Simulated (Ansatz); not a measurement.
Static dielectric constant along a series of related solids, from r²SCAN (Ansatz, an electronic-structure program, plane waves, PAW).

```
solid                               r²SCAN  measured
----------------------------------  ------  --------
zinc-blende GaN (metastable phase)    9.95         –
zinc-blende GaP                       11.4     11.1‡
zinc-blende GaAs                      13.6      12.3
zinc-blende GaSb                      16.8     15.7‡
```

r²SCAN less measured, from the printed values: zinc-blende GaP +2.7 %, zinc-blende GaAs +10.6 %, zinc-blende GaSb +7.0 %.

Members of the series are missing where a level wasn't run or failed, where a doubt is noted on the run or the magnetic state, for phases of high temperature or layered ones, and where values are held back for tests.

Spin–orbit coupling is left out, also for the solids with elements from indium on (zinc-blende GaSb); its size isn't shown.

Each level is taken at its own relaxed cell. Ansatz's density-functional and Hartree–Fock values are scalar-relativistic unless marked +SOC, with PAW data made under PBE.

Measured values are for low temperature or corrected to a static lattice; ‡ marks uncorrected values at room or unstated temperature. References as tabulated in Souza, Íñiguez, Vanderbilt, First-principles approach to insulators in finite …; Strzalkowski et al. (1976), doi:10.1063/1.88755; Rakita et al. (2019), arXiv:1907.03971.
